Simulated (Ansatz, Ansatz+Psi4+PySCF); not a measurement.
```xyz
3

S     0.0000    0.0000    0.3636
O     0.0000    1.2603   -0.3669
O     0.0000   -1.2603   -0.3669
```

Basis set: cc-pVTZ on O; cc-pV(T+d)Z on S (spherical functions). Left uncorrelated: 7 orbitals. Charge 0, multiplicity 1.

Computed with Ansatz (development build ahead of 0.2.0); each method stands on the lowest determinant of its kind that the runs found. Restricted open shells among the atoms or ions are ROHF, correlated in semicanonical orbitals with singles.

The atomization energy at this shape (free ground-state atoms in the same class of orbitals less the molecule, no zero-point energy) of singlet SO2:

```tsv
method	atomization energy
RHF-CCSD(T)	240.93 kcal/mol
RHF	113.55 kcal/mol
```

**Question.** What does RHF-MP2 give?

**Answer.** 265.05 kcal/mol.
